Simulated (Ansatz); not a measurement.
hcp Mg, treated with PBEsol (PAW; Ansatz, a quantum-chemistry and plane-wave program).

Settings: plane-wave cutoff 500 eV, 18×12×1 k mesh (along the axes of the cell as run), Fermi–Dirac smearing 0.1 eV, scalar-relativistic PAW data made under PBE.

Task: Predict the surface energy of the (10-10) face and work function of the (10-10) face.

Result: 
surface energy of the (10-10) face: 0.70 J/m²
work function of the (10-10) face: 3.60 eV

The slab of 10 atoms is relaxed and unreconstructed.

The computed numbers hold no vibrational or temperature effects.

The result took very roughly 9 core-minutes.
